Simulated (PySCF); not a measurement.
Can point charges reproduce the dipole moment of `C(=C)P(C)C`?

Coordinates (PBE0-D3(BJ)/def2-TZVP, Å) and charges (e) from the PBE0/pcSseg-2 density (PySCF):

| atom | x | y | z | Mulliken | IAO | Hirshfeld | ESP-fitted |
| --- | --- | --- | --- | --- | --- | --- | --- |
| C1 | 2.092 | -0.442 | -0.214 | -0.1184 | -0.3264 | -0.1084 | -0.3668 |
| C2 | 1.026 | -0.839 | 0.474 | -0.1847 | -0.3536 | -0.1051 | -0.0490 |
| P3 | -0.386 | 0.170 | 0.978 | +0.2620 | +0.5545 | +0.1487 | -0.1273 |
| C4 | -0.267 | 1.587 | -0.180 | -0.2276 | -0.6372 | -0.1748 | -0.4221 |
| C5 | -1.740 | -0.793 | 0.184 | -0.2196 | -0.6323 | -0.1755 | -0.4817 |
| H6 | 2.927 | -1.108 | -0.401 | +0.0532 | +0.1551 | +0.0472 | +0.1284 |
| H7 | 2.178 | 0.563 | -0.613 | +0.0536 | +0.1450 | +0.0430 | +0.1856 |
| H8 | 1.003 | -1.857 | 0.862 | +0.0654 | +0.1555 | +0.0478 | +0.1517 |
| H9 | 0.557 | 2.239 | 0.113 | +0.0605 | +0.1617 | +0.0483 | +0.1572 |
| H10 | -1.189 | 2.169 | -0.109 | +0.0560 | +0.1630 | +0.0489 | +0.1821 |
| H11 | -0.124 | 1.268 | -1.216 | +0.0446 | +0.1460 | +0.0430 | +0.1300 |
| H12 | -1.562 | -0.961 | -0.881 | +0.0499 | +0.1473 | +0.0425 | +0.1566 |
| H13 | -1.840 | -1.757 | 0.686 | +0.0544 | +0.1614 | +0.0477 | +0.1686 |
| H14 | -2.681 | -0.253 | 0.312 | +0.0506 | +0.1598 | +0.0468 | +0.1866 |

Q: Compute μ = Σ q r for each scheme (1 e·Å = 4.803 D) and compare with the dipole of the full density.

A: The full density gives (-0.30, -0.09, -1.21) D, 1.25 D in size; dipole vectors point from the negative to the positive end.

| scheme | μx | μy | μz | size (D) | share of the full size (%) | angle to the full dipole (°) |
| --- | --- | --- | --- | --- | --- | --- |
| Mulliken | -0.52 | 0.34 | 0.73 | 0.96 | 77 | 129 |
| IAO | -0.67 | 0.39 | 1.34 | 1.55 | 124 | 139 |
| Hirshfeld | -0.37 | 0.18 | 0.34 | 0.53 | 43 | 119 |
| ESP-fitted | -0.41 | -0.04 | -1.16 | 1.23 | 98 | 6 |

Q: Which set comes closest?

A: Length of the difference vector: ESP-fitted 0.13 D, Hirshfeld 1.58 D, Mulliken 2.00 D, IAO 2.62 D. Closest: ESP-fitted. 

Q: What is left for the Hirshfeld atoms' own dipoles?

A: The Hirshfeld atoms' densities add up to the full density, so μ = Σ q r + Σ (atomic dipoles). The atomic dipoles sum to (-0.30, -0.09, -1.21) − (-0.37, 0.18, 0.34) = (0.07, -0.27, -1.55) D, 1.58 D in size.

Q: With the origin at the mean of the coordinates, (0.000, -0.001, 0.000) Å, which are the largest single terms, by size, of the IAO dipole along the direction of the full one?

A: P3 -2.30, C2 +1.10, C5 -0.93, H12 +0.92, H11 +0.78 D; all 14 atoms together -1.16 D. The single terms depend on the origin, their sum doesn't.

Q: Give the size of the full dipole in other units.

A: 1.25 D = 0.492 au = 0.261 e·Å = 4.17 × 10⁻³⁰ C·m.

The structure is a single PBE0-D3(BJ)/def2-TZVP conformer in the gas phase; no vibrational or solvent corrections.

The run behind these numbers computed NMR shieldings as well. Hardware: 2 threads, INTEL XEON PLATINUM 8581C at 2.10 GHz (x86_64), shared host with 80 logical CPUs at a one-minute load of 12. Cost: 28 s wall, 69 s CPU (grids of density and orbitals included), 2.3 GiB resident at most.

Shape of the structure used: `[CH2:1]=[CH:2][P:3]([CH3:4])[CH3:5]`: C1–C2–P3–C4 20°.
